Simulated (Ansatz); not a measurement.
System: rutile SnO2. Method: HSE06 (PAW; Ansatz, a quantum-chemistry and plane-wave program).

Numerical settings: plane-wave cutoff 500 eV, 4×4×6 k mesh (along the axes of the cell as run), gaussian smearing 0.02 eV, scalar-relativistic PAW data made under PBE.

Cell (relaxed at this level):

```cif
data_O4Sn2
_chemical_formula_sum 'Sn2 O4'
_space_group_name_H-M_alt 'P42/mnm'
_space_group_IT_number 136
_space_group_name_Hall '-P 4n 2n'
_cell_length_a 4.75454
_cell_length_b 4.75454
_cell_length_c 3.18877
_cell_angle_alpha 90.000
_cell_angle_beta 90.000
_cell_angle_gamma 90.000
loop_
_atom_site_label
_atom_site_type_symbol
_atom_site_symmetry_multiplicity
_atom_site_Wyckoff_symbol
_atom_site_fract_x
_atom_site_fract_y
_atom_site_fract_z
_atom_site_occupancy
Sn1 Sn 2 a 0.00000 0.00000 0.00000 1
O1 O 4 f 0.30611 0.30611 0.00000 1
```

Task: Give the computed band gap.

Result: 
- band gap: 2.93 eV (on the SCF k mesh)

Measured, for comparison: band gap 3.81 eV (zero-point renormalisation of 215 meV (computed, non-adiabatic AHC, without the lattice-expansion part) added back here to the 1.8 K gap of; inputs from Miglio et al. (2020), arXiv:2011.12765).

Spin–orbit coupling is not included.

The computed numbers hold no vibrational or temperature effects.
